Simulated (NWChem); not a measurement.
Program: NWChem. System: B (+1), charge 1, spin multiplicity 1. Level: MP2/6-311G** (spherical d), 1 core orbitals frozen.

The NWChem input:

```
start mol
memory heap 200 mb stack 900 mb global 1100 mb
charge 1
geometry units angstroms nocenter noautoz
  B      0.000000     0.000000     0.000000
  symmetry group D2h
end
basis spherical
  * library 6-311g**
end
scf
  rhf
  nopen 0
  maxiter 100
  thresh 1e-7
  semidirect memsize 60000000 filesize 0
end
mp2
  freeze core 1
end
task mp2 energy
```

NWChem printed:

```
             Northwest Computational Chemistry Package (NWChem) 7.3.0
             --------------------------------------------------------

                                NWChem Input Module
                                -------------------

 Scaling coordinates for geometry "geometry" by  1.889725989
 (inverse scale =  0.529177249)

                             Geometry "geometry" -> ""
                             -------------------------

 Output coordinates in angstroms (scale by  1.889725989 to convert to a.u.)

  No.       Tag          Charge          X              Y              Z
 ---- ---------------- ---------- -------------- -------------- --------------
    1 B                    5.0000     0.00000000     0.00000000     0.00000000

 Effective nuclear repulsion energy (a.u.)       0.0000000000

            Nuclear Dipole moment (a.u.)
            ----------------------------
        X                 Y               Z
 ---------------- ---------------- ----------------
     0.0000000000     0.0000000000     0.0000000000

      Symmetry information
      --------------------

 Group name             D2h
 Group number             26
 Group order               8
 No. of unique centers     1

      Symmetry unique atoms

     1


 Summary of "ao basis" -> "" (spherical)
 ------------------------------------------------------------------------------
       Tag                 Description            Shells   Functions and Types
 ---------------- ------------------------------  ------  ---------------------
 *                          6-311g**                  on all atoms

 Summary of "ao basis" -> "ao basis" (spherical)
 ------------------------------------------------------------------------------
       Tag                 Description            Shells   Functions and Types
 ---------------- ------------------------------  ------  ---------------------
 B                          6-311g**                 8       18   4s3p1d

                                 NWChem SCF Module
                                 -----------------

  ao basis        = "ao basis"
  functions       =    18
  atoms           =     1
  closed shells   =     2
  open shells     =     0
  charge          =   1.00
  wavefunction    = RHF
  use symmetry    = T
  symmetry adapt  = T

 Summary of "ao basis" -> "ao basis" (spherical)
 ------------------------------------------------------------------------------
       Tag                 Description            Shells   Functions and Types
 ---------------- ------------------------------  ------  ---------------------
 B                          6-311g**                 8       18   4s3p1d

      Symmetry analysis of basis
      --------------------------

        ag          6
        au          0
        b1g         1
        b1u         3
        b2g         1
        b2u         3
        b3g         1
        b3u         3

 Forming initial guess at       0.0s

      Superposition of Atomic Density Guess
      -------------------------------------

 Sum of atomic energies:         -24.53323196

 Renormalizing density from       5.00 to      4

      Non-variational initial energy
      ------------------------------

 Total energy =     -20.769266
 1-e energy   =     -25.906345
 2-e energy   =       5.137079
 HOMO         =      -0.933507
 LUMO         =      -0.448756

      Symmetry analysis of molecular orbitals - initial
      -------------------------------------------------

 !! scf_movecs_sym_adapt:   13 vectors were symmetry contaminated

  Symmetry fudging

 !! scf_movecs_sym_adapt:   13 vectors were symmetry contaminated

  Numbering of irreducible representations:

     1 ag          2 au          3 b1g         4 b1u         5 b2g
     6 b2u         7 b3g         8 b3u

  Orbital symmetries:

     1 ag          2 ag          3 b2u         4 b1u         5 b3u
     6 ag          7 b2u         8 b3u         9 b1u        10 b3g
    11 b2g        12 b1g

 Starting SCF solution at       0.1s

 ----------------------------------------------
         Quadratically convergent ROHF

 Convergence threshold     :          1.000E-07
 Maximum no. of iterations :          100
 Final Fock-matrix accuracy:          1.000E-09
 ----------------------------------------------

              iter       energy          gnorm     gmax       time
             ----- ------------------- --------- --------- --------
                 1      -24.2293881262  7.74D-01  6.37D-01      0.1
                 2      -24.2344191609  9.21D-02  6.71D-02      0.1
                 3      -24.2351675318  4.07D-04  3.53D-04      0.1
                 4      -24.2351675521  9.01D-09  8.47D-09      0.1

       Final RHF  results
       ------------------

         Total SCF energy =    -24.235167552146
      One-electron energy =    -30.353668754385
      Two-electron energy =      6.118501202240
 Nuclear repulsion energy =      0.000000000000

        Time for solution =      0.0s

       Symmetry analysis of molecular orbitals - final
       -----------------------------------------------

  Numbering of irreducible representations:

     1 ag          2 au          3 b1g         4 b1u         5 b2g
     6 b2u         7 b3g         8 b3u

  Orbital symmetries:

     1 ag          2 ag          3 b2u         4 b3u         5 b1u
     6 ag          7 b2u         8 b3u         9 b1u        10 b3g
    11 b2g        12 b1g

             Final eigenvalues
             -----------------

              1
    1   -8.1847
    2   -0.8736
    3   -0.2756
    4   -0.2756
    5   -0.2756
    6    0.1171
    7    0.1415
    8    0.1415
    9    0.1415
   10    0.6720
   11    0.6720
   12    0.6720

                       ROHF Final Molecular Orbital Analysis
                       -------------------------------------

 Vector    2  Occ=2.000000D+00  E=-8.735832D-01  Symmetry=ag
              MO Center= -1.4D-23, -1.1D-23, -2.4D-23, r^2= 1.1D+00
   Bfn.  Coefficient  Atom+Function         Bfn.  Coefficient  Atom+Function
  ----- ------------  ---------------      ----- ------------  ---------------
     6      0.740740  1 B  s                 10      0.378172  1 B  s
     2     -0.224353  1 B  s

 Vector    3  Occ=0.000000D+00  E=-2.756296D-01  Symmetry=b2u
              MO Center= -1.3D-50,  2.9D-25,  1.7D-50, r^2= 1.8D+00
   Bfn.  Coefficient  Atom+Function         Bfn.  Coefficient  Atom+Function
  ----- ------------  ---------------      ----- ------------  ---------------
    12      0.521673  1 B  py                 8      0.418924  1 B  py
     4      0.248903  1 B  py

 Vector    4  Occ=0.000000D+00  E=-2.756296D-01  Symmetry=b3u
              MO Center= -5.3D-23, -1.3D-33, -4.1D-34, r^2= 1.8D+00
   Bfn.  Coefficient  Atom+Function         Bfn.  Coefficient  Atom+Function
  ----- ------------  ---------------      ----- ------------  ---------------
    11      0.521673  1 B  px                 7      0.418924  1 B  px
     3      0.248903  1 B  px

 Vector    5  Occ=0.000000D+00  E=-2.756296D-01  Symmetry=b1u
              MO Center= -2.6D-61,  8.8D-62,  2.1D-24, r^2= 1.8D+00
   Bfn.  Coefficient  Atom+Function         Bfn.  Coefficient  Atom+Function
  ----- ------------  ---------------      ----- ------------  ---------------
    13      0.521673  1 B  pz                 9      0.418924  1 B  pz
     5      0.248903  1 B  pz

 center of mass
 --------------
 x =   0.00000000 y =   0.00000000 z =   0.00000000

 moments of inertia (a.u.)
 ------------------
           0.000000000000           0.000000000000           0.000000000000
           0.000000000000           0.000000000000           0.000000000000
           0.000000000000           0.000000000000           0.000000000000

  Mulliken analysis of the total density
  --------------------------------------

    Atom       Charge   Shell Charges
 -----------   ------   -------------------------------------------------------
    1 B    5     4.00   1.14  0.85  0.00  1.33  0.00  0.68  0.00  0.00

       Multipole analysis of the density wrt the origin
       ------------------------------------------------

     L   x y z        total         open         nuclear
     -   - - -        -----         ----         -------
     0   0 0 0      1.000000      0.000000      5.000000

     1   1 0 0      0.000000      0.000000      0.000000
     1   0 1 0      0.000000      0.000000      0.000000
     1   0 0 1      0.000000      0.000000      0.000000

     2   2 0 0     -2.686453      0.000000      0.000000
     2   1 1 0      0.000000      0.000000      0.000000
     2   1 0 1      0.000000      0.000000      0.000000
     2   0 2 0     -2.686453      0.000000      0.000000
     2   0 1 1     -0.000000      0.000000      0.000000
     2   0 0 2     -2.686453      0.000000      0.000000

                   NWChem MP2 Semi-direct Energy/Gradient Module
                   ---------------------------------------------

  Basis functions       =     18
  Molecular orbitals    =     18
  Frozen core           =      1
  Frozen virtuals       =      0
  Active alpha occupied =      1
  Active beta occupied  =      1
  Active alpha virtual  =     16
  Active beta virtual   =     16
  Use MO symmetry       = T
  Use skeleton AO sym   = T

  AO/Fock/Back tols     =   1.0D-09  1.0D-09  1.0D-09

 GA uses MA = F    GA memory limited = T

 Available:
  local mem=  1.26D+08
 global mem=  1.44D+08
 local disk=  0.00D+00
  mp2_memr nvloc                    16
  nvloc new                    16
   1 passes of   1:        2097152                       1068                      9891.
   1 passes of   1: M    126155403           G      144178552           F     124058251.

 Semi-direct pass number   1 of   1  for RHF alpha+beta  at        0.1s
  vrange nnbf                   171
  mp2_eaftype                    10  avail_ma_in_mb                  1099
 EAF : mp2_eaftype filesize          10       4945.
  mp2_eaf for mointskh                     10
Node 0 wrote      0.0 Mb in      0.0 s     Agg I/O rate:   628.0 Mb/s
 Done moints_semi at        0.1s
  mp2_eaftype                    10  avail_ma_in_mb                  1089
 EAF : mp2_eaftype filesize          10       4945.
  mp2_eaf for kh                    10
 Done maket at        0.1s
 Done multipass loop at        0.1s

          -------------------------------------------
          SCF energy                 -24.235167552146
          Correlation energy          -0.034397050270
          Singlet pairs               -0.034397050270
          Triplet pairs                0.000000000000
          Total MP2 energy           -24.269564602416
          -------------------------------------------

          ---------------------------------------------------
                    Spin Component Scaled (SCS) MP2
          Same spin pairs                      0.000000000000
          Same spin scaling factor             0.333333333333
          Opposite spin pairs                 -0.034397050270
          Opposite spin scaling fact.          1.200000000000
          SCS-MP2 correlation energy          -0.041276460324
          Total SCS-MP2 energy               -24.276444012470
          ---------------------------------------------------

 -----------------------
 Performance information
 -----------------------

 Timer overhead =  1.87D-07 seconds/call

               Nr. of calls         CPU time (s)                 Wall time (s)                GFlops
             ---------------    -------------------     ------------------------------   -------------------
Name         Min   Avg   Max    Min     Avg     Max     Min     Avg     Max   Mx/calls   Min     Max     Sum
mp2: moin     1     1     1   1.62E-2 1.62E-2 1.62E-2  1.62E-2 1.62E-2 1.62E-2 1.62E-2   0.0     0.0     0.0
mp2: make     1     1     1   1.94E-4 1.94E-4 1.94E-4  1.94E-4 1.94E-4 1.94E-4 1.94E-4   0.0     0.0     0.0
mp2: tota     1     1     1   2.82E-2 2.82E-2 2.82E-2  2.82E-2 2.82E-2 2.82E-2 2.82E-2   0.0     0.0     0.0

 The average no. of pstat calls per process was 3.00D+00
 with a timing overhead of 5.62D-07s

 Task  times  cpu:        0.1s     wall:        0.1s

 Total times  cpu:        0.1s     wall:        0.1s
```
